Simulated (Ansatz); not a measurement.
# CHCl3: taking an electron away

Aim: the vertical ionisation energy of CHCl3, as cation minus neutral at the neutral's geometry, on several levels, and how well −ε(HOMO) stands in for it.

Computed with Ansatz 0.2.0, Gaussian basis. Level: unrestricted cation, the program's frozen cores in correlated methods.

The runs, in order: UKS PBE-D4/def2-TZVPP; UKS r2SCAN-D4/def2-TZVPP; UKS PBE0-D4/def2-TZVPP; UKS B3LYP-D4/def2-TZVPP; UKS wB97X-V/def2-TZVPP; UKS wB97M-V/def2-TZVPP; UKS B2PLYP/def2-TZVPP; UHF-CCSD(T)/def2-TZVPP; UHF-MP2/def2-QZVPP; extrapolation to the limit; then −ε(HOMO) from the neutral's earlier runs with LDA (SPW92), PBE-D4, revPBE-D4, BLYP-D4, r2SCAN-D4, B97M-V, PBE0-D4, B3LYP-D4, r2SCANh-D4, r2SCAN0-D4, HSE06-D4, BHLYP-D4, CAM-B3LYP-D4, LC-ωPBE, ωB97X-V, ωB97M-V.

## (1) Structure used throughout

The geometry comes from an earlier relaxation with PBE0-D4 in a triple-zeta def2 set; it is a stationary point.

5 atoms, charge 0, spin multiplicity 1.

Atoms are counted from 1 here; the program's logs count them from 0.

Bond lengths: C1–H2 1.085 Å, C1–Cl3 1.759 Å, C1–Cl4 1.759 Å, C1–Cl5 1.759 Å. Angles: H2–C1–Cl3 107.7°, H2–C1–Cl4 107.7°, H2–C1–Cl5 107.7°, Cl3–C1–Cl4 111.2°, Cl3–C1–Cl5 111.2°, Cl4–C1–Cl5 111.2°.

Coordinates:

| atom | x (Å) | y (Å) | z (Å) |
| --- | --- | --- | --- |
| C1 | 0.0000 | 0.0000 | 0.4524 |
| H2 | 0.0000 | 0.0000 | 1.5370 |
| Cl3 | 0.0000 | 1.6755 | -0.0833 |
| Cl4 | 1.4510 | -0.8378 | -0.0833 |
| Cl5 | -1.4510 | -0.8378 | -0.0833 |

## (2) Cation, UKS PBE-D4/def2-TZVPP

Contents of in.yaml:

```yaml
crystal:
  periodic: [false, false, false]
  atoms:
    - {symbol: C, position_ang: [-0.000000, 0.000003, 0.452430]}
    - {symbol: H, position_ang: [0.000000, 0.000002, 1.536989]}
    - {symbol: Cl, position_ang: [0.000000, 1.675496, -0.083336]}
    - {symbol: Cl, position_ang: [1.451012, -0.837751, -0.083339]}
    - {symbol: Cl, position_ang: [-1.451012, -0.837751, -0.083339]}
basis:
  gaussian: {orbitals: def2-TZVPP}
total_charge: 1
magnetization: {spin_polarized: true, initial_magnetization: 1}
hamiltonian: {xc: pbe, dispersion: d4}
```

On the command line:

```
> ansatz run in.yaml --threads 4 --pin off --events-out ev --progress --plain --max-ram 10444MiB
```

After this run come: Cation, UKS r2SCAN-D4/def2-TZVPP; Cation, UKS PBE0-D4/def2-TZVPP; Cation, UKS B3LYP-D4/def2-TZVPP; Cation, UKS wB97X-V/def2-TZVPP; Cation, UKS wB97M-V/def2-TZVPP; Cation, UKS B2PLYP (frozen core)/def2-TZVPP; Cation, UHF-CCSD(T)/def2-TZVPP; Cation, UHF-MP2/def2-QZVPP.

Q: Predict the results of all the runs planned. Wanted: ionisation energy, CCSD(T)/def2-TZVPP; nearest functional by difference; nearest −ε(HOMO); −ε(HOMO) of PBE; T1 of the cation.

**Answer**, as computed:

| quantity | value |
| --- | --- |
| ionisation energy, CCSD(T)/def2-TZVPP | 11.45 eV |
| nearest functional by difference | ωB97M-V (-0.05 eV) |
| nearest −ε(HOMO) | ωB97X-V (-0.15 eV) |
| −ε(HOMO) of PBE | 7.41 eV |
| T1 of the cation | 0.069 |

**Reading.** By cation minus neutral, the functionals miss by 0.88 eV at most. The PBE orbital energy is 4.0 eV too small: a semilocal HOMO is no ionisation energy. Among orbital estimates ωB97X-V comes nearest. Hartree-Fock falls 0.50 eV short, as the neutral has more correlation energy than the cation. The cation's T1 (from the report) is 0.069, above the customary mark of 0.045 for open shells, so the coupled-cluster value is less safe. The cation may have settled in a state other than its lowest; no search over hole states beyond the program's own was made.
